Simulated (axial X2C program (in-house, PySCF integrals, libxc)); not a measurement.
Low determinants of BS⁻ at the PBE0 level, scalar-relativistic

Computed with an in-house all-electron X2C program for linear molecules (integrals from PySCF). Spin-free means the one-electron spin-free X2C Hamiltonian. Basis: S dyall-av3z [9s8p3d2f], B dyall-av3z [8s7p3d2f] (cores contracted in-house); Gaussian nuclei, density fitting, unrestricted open shells. Masses: S 31.972 u, B 11.009 u.

Search at 1.720 Å (vertical energies from the lowest determinant):

```csv
ΔE (eV),state,electrons beyond evenly filled partner blocks,"electrons in σ, π, δ, φ"
0.00,"M_S = 0, Λ = 0",closed shell,14 8 0 0
2.34,"M_S = 1, Λ = 1","σα, π+α",13 9 0 0
2.75,"M_S = 0, Λ = 1","σα, π+β",13 9 0 0
2.92,"M_S = 1, Λ = 0",2 × σα,14 8 0 0
4.84,"M_S = 1, Λ = 1","σα, π+α, π+β, π-α",15 7 0 0
4.86,"M_S = 0, Λ = 1","σβ, π+α, π+β, π-α",15 7 0 0
```

Lowest determinant, M_S = 0, Λ = 0 (closed shell): Re = 1.687 Å, ωe = 1000.4 cm⁻¹.

The determinant in row 2 of the search, M_S = 1, Λ = 1 (beyond evenly filled blocks: σα, π+α), was followed along the bond at PBE0; measured from the minimum of the lowest determinant it gives:

Te = 2.332 eV (18806 cm⁻¹), Re = 1.678 Å, ωe = 919.5 cm⁻¹.

(1) Compare the bond of the determinant in row 2 with that of the lowest one.

The search compares states at one distance, so a state with another bond length can lie lower; it is not exhaustive and yields mostly the lowest determinant of each block pattern, so other components and higher states of one pattern are missing. These are energies of single determinants, not of spin-adapted states; PBE0 term energies can be off by some tenths of an eV, and the functional has no current term. For an anion, determinants above electron detachment are held by the basis set. The highest occupied level of some functionals is positive through self-interaction error; at Hartree–Fock it is bound. Row 2 has a positive highest level at its minimum.

Answers

(1) At PBE0 its Re is 0.009 Å shorter and its force constant, which goes as ωe², is 0.84 times that of the lowest determinant. T0 ≈ Te + Δωe/2 = 18806 + (-40) = 18766 cm⁻¹.
